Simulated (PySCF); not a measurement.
```xyz
11

C     -0.1511     1.1830    -0.0225
C      1.1264     0.6285    -0.0334
C      1.2454    -0.7614    -0.0060
N      0.2027    -1.5872     0.0301
C     -1.0142    -1.0491     0.0404
C     -1.2483     0.3262     0.0153
H     -0.2895     2.2671    -0.0430
H      2.0177     1.2594    -0.0627
H      2.2371    -1.2294    -0.0137
H     -1.8566    -1.7506     0.0703
H     -2.2696     0.7136     0.0252
```

Charge 0, multiplicity 1.

**Question.** Give the Mulliken and meta-Löwdin atomic charges from PBE-D3(BJ)/def2-TZVP // PBE0-D3(BJ)/def2-SVP run with PySCF.

**Answer.** 
```tsv
atom	Mulliken (e)	meta-Löwdin (e)
C1	-0.13	-0.09
C2	-0.07	-0.14
C3	-0.07	0.00
N4	-0.15	-0.24
C5	-0.07	0.00
C6	-0.07	-0.14
H7	0.12	0.13
H8	0.11	0.13
H9	0.11	0.12
H10	0.11	0.12
H11	0.11	0.13
```
